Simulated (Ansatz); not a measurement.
The input, for Ansatz 0.2.0:

```yaml
crystal:
  periodic: [false, false, false]
  atoms:
    - {symbol: Ge, position_ang: [0.041413, -0.048021, 0.830852]}
    - {symbol: N, position_ang: [-0.123461, 1.042474, -0.939108]}
    - {symbol: Si, position_ang: [-0.046840, -0.465843, -1.643442]}
    - {symbol: H, position_ang: [0.036268, 1.954491, -1.034223]}
basis:
  gaussian: {orbitals: cc-pVDZ}
magnetization: {spin_polarized: false, initial_magnetization: 2}
correlation: {method: ccsdt_q, electrons: outside_noble_gas}
```

```sh
$ ansatz run in.yaml --threads 1 --pin off --events-out ev --progress --plain --max-ram 2393MiB
```

Output:

```
1271 factors; integrals over basis functions are off by at most 1.9e-7 eV
mean field evaluation 1: about -65826.9571 eV, gradient 3.6e1 eV
mean field evaluation 2: about -65826.9621 eV, gradient 3.6e1 eV
mean field evaluation 4: about -65830.4400 eV, gradient 3.7e0 eV
mean field evaluation 8: about -65830.6651 eV, gradient 2.8e-1 eV
mean field evaluation 16: about -65830.6081 eV, gradient 1.4e0 eV
mean field evaluation 32: about -65829.8472 eV, gradient 8.5e0 eV
mean field evaluation 64: about -65827.9631 eV, gradient 1.4e-1 eV
mean field evaluation 96: about -65829.3247 eV, gradient 3.7e0 eV
mean field evaluation 128: about -65828.0615 eV, gradient 3.1e0 eV
mean field evaluation 160: about -65827.9597 eV, gradient 4.2e-2 eV
mean field -65830.66727835 eV, -2419.2324008505 hartree, gradient 7.8e-6 eV, S^2 2.000000; 5 other end points of the search recorded, 0 dependent functions left out
...
determinant -65830.66727835 eV, -2419.2324008505 hartree, with singles and doubles -65839.87293863 eV, -2419.5707026258 hartree
determinant -65828.35179684 eV, -2419.1473084746 hartree, with singles and doubles -65837.44530367 eV, -2419.4814886865 hartree
determinant -65827.96394793 eV, -2419.1330552898 hartree, with singles and doubles -65836.60695715 eV, -2419.4506800203 hartree
20 core orbitals not correlated: weight in the atoms' cores, before any rotation towards them, 0.999 or more for the frozen orbitals, at most 0.001 for the correlated occupied ones
reference -65830.66727835 eV, -2419.2324008505 hartree; 8, 6 occupied and 36, 38 virtual orbitals, 1271 factors
second order -8.39719544 eV of doubles, -0.08750814 eV of singles
...
cycle  14  -9.63973035 eV  change   -2.3e-5 eV  update   1.4e-4
cycle  15  -9.63977444 eV  change   -4.4e-5 eV  update   7.4e-5
cycle  16  -9.63979086 eV  change   -1.6e-5 eV  update   4.3e-5
cycle  17  -9.63977466 eV  change    1.6e-5 eV  update   2.7e-5
cycle  18  -9.63977580 eV  change   -1.1e-6 eV  update   1.4e-5
cycle  19  -9.63978241 eV  change   -6.6e-6 eV  update   9.2e-6
cycle  20  -9.63978237 eV  change    3.6e-8 eV  update   5.0e-6
cycle  21  -9.63978395 eV  change   -1.6e-6 eV  update   2.8e-6
cycle  22  -9.63978616 eV  change   -2.2e-6 eV  update   1.7e-6
cycle  23  -9.63978615 eV  change    2.0e-8 eV  update   8.5e-7
perturbative correction -0.03782860 eV, -0.0013901754 hartree
Total energy: -65840.34489310 eV, -2419.5880466326 hartree
```

Ran on 1 thread of Arm Neoverse V1, shared host: 3.5 min wall, 1 GiB peak host memory.
